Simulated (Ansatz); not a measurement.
Rock-salt SnTe (cubic form, which distorts at low temperature), treated with LDA (Ansatz, a program for electronic structure, plane waves, PAW).

Settings: plane-wave cutoff 520 eV, 10×10×10 k mesh, Fermi–Dirac smearing 0.01 eV, scalar-relativistic PAW data made under PBE.

The volume scan:

```tsv
V (Å³/atom)	E − E_lowest (meV/atom)
28.481	19.29
29.087	8.25
29.693	1.99
30.299	0.00
30.905	1.85
31.511	7.14
32.117	15.50
```

### Question
Fit the third-order Birch–Murnaghan equation and give B0 and B′.

### Answer
V0 = 30.298 Å³/atom, B0 = 50.6 GPa, B′ = 4.5 (fit to the energies at full precision).

Measured, for comparison: bulk modulus 37.8 GPa (temperature not stated, no zero-point or thermal correction; as tabulated in Toher et al. (2017), arXiv:1611.05714); equilibrium volume per atom 31.50 Å³/atom (room temperature, no zero-point or thermal correction; as tabulated in Maiti et al. (2022), arXiv:2109.01420). Computed (rounded) less measured: bulk modulus +34 %, equilibrium volume per atom -3.8 %.

Note: symmetry holds this phase in the static calculation, where it need not be a minimum; the gap of the solid is closed in this run; this level leaves the solid without a gap, although one is measured.

Spin–orbit coupling is not included; it can open a gap where bands touch, and shift volumes and moduli.

The computed numbers hold no vibrational or temperature effects.
